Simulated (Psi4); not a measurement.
# CH6B− ([BMeH3]-) at 6 levels

We compute a comparison of 6 runs (HF/STO-3G, HF/def2-SVP, PBE0/def2-SVP, PBE/def2-TZVP, MP2/def2-SVP, UMP2/def2-SVPD) of CH6B− ([BMeH3]-). 

The results are computed with Psi4 1.11.

1 further run of the same task is left out (it didn't finish).

### 1 The molecule

The species is CH6B− (8 atoms), meant as a singlet with charge -1. SMILES: `[H][B-]([H])([H])C`. Geometry: relaxed at GFN2-xTB.

Bond lengths: B1–C2 1.649 Å, C2–H3 1.096 Å, C2–H4 1.096 Å, C2–H5 1.096 Å, B1–H6 1.231 Å, B1–H7 1.231 Å, B1–H8 1.232 Å. Some angles: B1–C2–H3 112.2°, B1–C2–H4 112.2°, B1–C2–H5 112.2°, C2–B1–H6 110.2°, C2–B1–H7 110.2°, C2–B1–H8 110.2°, H3–C2–H4 106.6°, H3–C2–H5 106.6°, H4–C2–H5 106.6°, H6–B1–H7 108.7°.

### 2 Energy and gradient at HF/STO-3G (run 1)

input.in

```
memory 1600 mb

molecule {
  -1 1
  B     -0.002120     0.003030    -0.820260
  C      0.002160    -0.002850     0.828840
  H     -1.010180     0.041900     1.245300
  H      0.550190     0.849940     1.244930
  H      0.469650    -0.905360     1.238890
  H      1.151450    -0.035240    -1.249110
  H     -0.546150     1.024230    -1.240270
  H     -0.615010    -0.975650    -1.248310
  symmetry c1
  no_reorient
  no_com
}

set basis STO-3G
set puream true
set e_convergence 1e-09
set d_convergence 1e-08
set scf_type pk

gradient('hf')
```

Command:

```console
$ psi4 -n 1 input.in input.out
```

input.out:

```text
[...]
  Running in c1 symmetry.
[...]
  Nuclear repulsion =   35.575081270040862
[...]
  Multiplicity = 1
[...]
  Nalpha       = 9
  Nbeta        = 9
[...]
    Number of basis functions: 16
[...]
   @RHF iter   1:   -65.12827384918725   -2.27544e+00   7.12155e-03 ADIIS/DIIS
[...]
   @RHF iter   8:   -65.14029121461417   -2.07478e-12   7.02790e-09 DIIS
[...]
    Orbital Energies [Eh]
    ---------------------
    Doubly Occupied:
       1A    -10.727345     2A     -6.987768     3A     -0.636551
       4A     -0.339971     5A     -0.264020     6A     -0.263878
       7A     -0.096121     8A     -0.083416     9A     -0.083301
[...]
  @RHF Final Energy:   -65.14029121461417
   => Energetics <=
    Nuclear Repulsion Energy =             35.5750812700408616
    One-Electron Energy =                -162.4659998388137865
    Two-Electron Energy =                  61.7506273541587518
    Total Energy =                        -65.1402912146141659
[...]
 Multipole Moments:
 ------------------------------------------------------------------------------------
     Multipole            Electronic (a.u.)      Nuclear  (a.u.)        Total (a.u.)
 ------------------------------------------------------------------------------------
 L = 1.  Multiply by 2.5417464519 to convert [e a0] to [Debye]
 Dipole X            :         -0.0013392            0.0043653            0.0030261
 Dipole Y            :         -0.0002759           -0.0040251           -0.0043011
 Dipole Z            :         -0.3619980            1.6311549            1.2691569
 Magnitude           :                                                    1.2691678
[...]
  -Total Gradient:
     Atom            X                  Y                   Z
    ------   -----------------  -----------------  -----------------
       1        0.000018494154     0.000069508454     0.030058777897
       2       -0.000193905991     0.000256132967     0.004934783671
       3       -0.006194434664     0.000282162419    -0.000451363995
       4        0.003485103200     0.005294568814    -0.000325376561
       5        0.002956405009    -0.005786372506    -0.000297695016
       6        0.026946948217    -0.000883487357    -0.011380777040
       7       -0.012692149284     0.023720363737    -0.011088717746
       8       -0.014326460641    -0.022952876530    -0.011449631211
[...]
```

It took 2.5 s on 1 thread of Intel Xeon 6975P-C (Granite Rapids), shared host; peak memory 0.18 GiB.

### 3 The energy at HF/def2-SVP (run 2)

run_ase.py

```python
import numpy as np
from ase.calculators.psi4 import Psi4
from ase import Atoms

mol = Atoms(['B', 'C', 'H', 'H', 'H', 'H', 'H', 'H'], positions=[
    [-0.002120, 0.003030, -0.820260],
    [0.002160, -0.002850, 0.828840],
    [-1.010180, 0.041900, 1.245300],
    [0.550190, 0.849940, 1.244930],
    [0.469650, -0.905360, 1.238890],
    [1.151450, -0.035240, -1.249110],
    [-0.546150, 1.024230, -1.240270],
    [-0.615010, -0.975650, -1.248310],
])
calc = Psi4(atoms=mol, method='hf', basis='def2-SVP', memory='1600MB', num_threads=1, charge=-1, multiplicity=1, label='ch6b')
calc.psi4.set_options({'puream': True, 'e_convergence': 1e-09, 'd_convergence': 1e-08, 'scf_type': 'pk'})
mol.calc = calc

print(f'energy: {mol.get_potential_energy():.6f} eV')
```

Command:

```console
$ python run_ase.py
```

ch6b.dat:

```text
[...]
  Running in c1 symmetry.
[...]
  Nuclear repulsion =   35.575081270040862
[...]
  Multiplicity = 1
[...]
  Nalpha       = 9
  Nbeta        = 9
[...]
    Number of basis functions: 58
[...]
   @RHF iter   1:   -65.82822839265305   -6.47284e-01   7.66561e-03 DIIS/ADIIS
[...]
   @RHF iter  10:   -65.96844948837204   -1.43530e-12   3.01217e-09 DIIS
[...]
    Orbital Energies [Eh]
    ---------------------
    Doubly Occupied:
       1A    -10.983956     2A     -7.294361     3A     -0.701264
       4A     -0.425470     5A     -0.330750     6A     -0.330613
       7A     -0.192446     8A     -0.176022     9A     -0.175926
[...]
  @RHF Final Energy:   -65.96844948837204
   => Energetics <=
    Nuclear Repulsion Energy =             35.5750812700408616
    One-Electron Energy =                -161.8654458063517438
    Two-Electron Energy =                  60.3219150479388375
    Total Energy =                        -65.9684494883720447
[...]
 Multipole Moments:
 ------------------------------------------------------------------------------------
     Multipole            Electronic (a.u.)      Nuclear  (a.u.)        Total (a.u.)
 ------------------------------------------------------------------------------------
 L = 1.  Multiply by 2.5417464519 to convert [e a0] to [Debye]
 Dipole X            :          0.0017444            0.0015682            0.0033126
 Dipole Y            :         -0.0014566           -0.0028938           -0.0043505
 Dipole Z            :          0.7665308            0.6284075            1.3949383
 Magnitude           :                                                    1.3949490
[...]
```

The script printed:

```text
energy: -1795.092944 eV
```

Wall time 2.6 s (1 thread of Intel Xeon 6975P-C (Granite Rapids), shared host); peak memory 0.22 GiB.

Runs 3 to 5 aren't shown in full; the table further down has their settings and results.

### 4 A single-point energy at UMP2/def2-SVPD (density fitting, density fitting for correlation, C-PCM toluene) (run 6)

calc.py

```python
import psi4

psi4.set_memory(1600000000)
psi4.set_num_threads(1)
psi4.set_output_file('psi4.out', False)

m = psi4.geometry("""
-1 1
B     -0.002120     0.003030    -0.820260
C      0.002160    -0.002850     0.828840
H     -1.010180     0.041900     1.245300
H      0.550190     0.849940     1.244930
H      0.469650    -0.905360     1.238890
H      1.151450    -0.035240    -1.249110
H     -0.546150     1.024230    -1.240270
H     -0.615010    -0.975650    -1.248310
symmetry c1
""")

options = {'reference': 'uhf', 'scf_type': 'df', 'freeze_core': True, 'mp2_type': 'df', 'diis': False, 'maxiter': 80, 'pcm': True}
psi4.set_options(options)
psi4.pcm_helper("""
  Units = Angstrom
  Medium {
    SolverType = CPCM
    Solvent = Toluene
  }
  Cavity {
    Type = GePol
    RadiiSet = UFF
    Scaling = False
    Area = 0.4
    Mode = Implicit
  }
""")

E = psi4.energy('mp2/def2-SVPD')
print(f'mp2/def2-SVPD energy: {E:.10f} Eh')
```

Command:

```console
$ python calc.py
```

psi4.out:

```text
[...]
  Running in c1 symmetry.
[...]
  Nuclear repulsion =   35.575081270040862
[...]
  Multiplicity = 1
[...]
  Nalpha       = 9
  Nbeta        = 9
[...]
    Number of basis functions: 88
[...]
   @DF-UHF iter   1:   -65.89944414715136   -7.18346e-01   4.94030e-03 ADIIS
[...]
   @DF-UHF iter  18:   -66.03155927628818   -1.98952e-13   4.91996e-09
[...]
   @S^2 Observed:               -3.552713679E-14
[...]
    Orbital Energies [Eh]
    ---------------------
    Alpha Occupied:
       1A    -11.093315     2A     -7.416247     3A     -0.812661
       4A     -0.549265     5A     -0.441630     6A     -0.441503
       7A     -0.310009     8A     -0.300904     9A     -0.300803
    Alpha Virtual:
      10A      0.146280    11A      0.187745    12A      0.256367
      13A      0.256391    14A      0.274235    15A      0.274252
      16A      0.279951    17A      0.296328    18A      0.296350
      19A      0.371653    20A      0.371692    21A      0.376565
      22A      0.376598    23A      0.378381    24A      0.398393
      25A      0.476299    26A      0.494222    27A      0.502580
[...]
  @DF-UHF Final Energy:   -66.03155927628818
   => Energetics <=
    Nuclear Repulsion Energy =             35.5750812700408616
    One-Electron Energy =                -161.8510189718133176
    Two-Electron Energy =                  60.3032367677268439
    PCM Polarization Energy =              -0.0588583422425667
    Total Energy =                        -66.0315592762881778
  UHF NO Occupations:
  HONO-2 :    7  A 2.0000000
[...]
 Multipole Moments:
 ------------------------------------------------------------------------------------
     Multipole            Electronic (a.u.)      Nuclear  (a.u.)        Total (a.u.)
 ------------------------------------------------------------------------------------
 L = 1.  Multiply by 2.5417464519 to convert [e a0] to [Debye]
 Dipole X            :          0.0023856            0.0015682            0.0039537
 Dipole Y            :         -0.0020662           -0.0028938           -0.0049600
 Dipole Z            :          0.8920621            0.6284075            1.5204696
 Magnitude           :                                                    1.5204828
[...]
```

The script printed:

```text
mp2/def2-SVPD energy: -66.3235026590 Eh
```

Run time: 5.4 s. Hardware: 1 thread of Intel Xeon 6975P-C (Granite Rapids), shared host; peak memory 0.2 GiB.

### 5 The series

| run | level | task | integration grid | energy (Eh) | HOMO energy (eV) | LUMO energy (eV) | HOMO–LUMO gap (eV) | wall time |
| --- | --- | --- | --- | --- | --- | --- | --- | --- |
| 1 | HF/STO-3G | gradient | – | -65.140291 | -2.27 | 25.24 | 27.51 | 2.5 s |
| 2 | HF/def2-SVP | energy | – | -65.968449 | -4.79 | 10.10 | 14.89 | 2.6 s |
| 3 | PBE0/def2-SVP | gradient | 99 radial × 590 angular | -66.422979 | -1.38 | 7.32 | 8.71 | 11 s |
| 4 | PBE/def2-TZVP | gradient | 99 radial × 590 angular | -66.481294 | -0.44 | 5.23 | 5.67 | 20 s |
| 5 | MP2/def2-SVP | energy | – | -66.244586 | -4.79 | 10.10 | 14.89 | 3 s |
| 6 | UMP2/def2-SVPD (density fitting, density fitting for correlation, C-PCM toluene) | energy | – | -66.323503 | -8.19 | 3.98 | 12.17 | 5.4 s |

### 6 Results

| quantity | value |
| --- | --- |
| run 6: total energy | -66.32350 Eh |
| run 6: HOMO energy (Hartree–Fock orbitals) | -8.19 eV |
| run 6: LUMO energy (Hartree–Fock orbitals) | 3.98 eV |
| run 6: HOMO–LUMO gap (to an unbound level, set by the basis) | 12.17 eV |
| run 6: correlation energy (2 core orbitals frozen) | -291.9 mEh |
| run 6: solvent term in the energy | -154.5 kJ/mol |

In words: Over runs 1, 2, 3, 4 the HOMO–LUMO gap runs from 5.67 eV (PBE/def2-TZVP) to 27.51 eV (HF/STO-3G). The two ends differ in method and basis. The empty levels of an anion lie above zero and hang on the basis. Totals of different functionals can't be ranked against each other. In run 1 the basis is minimal, so the values are rough. All runs together took 45 s, the longest 20 s.
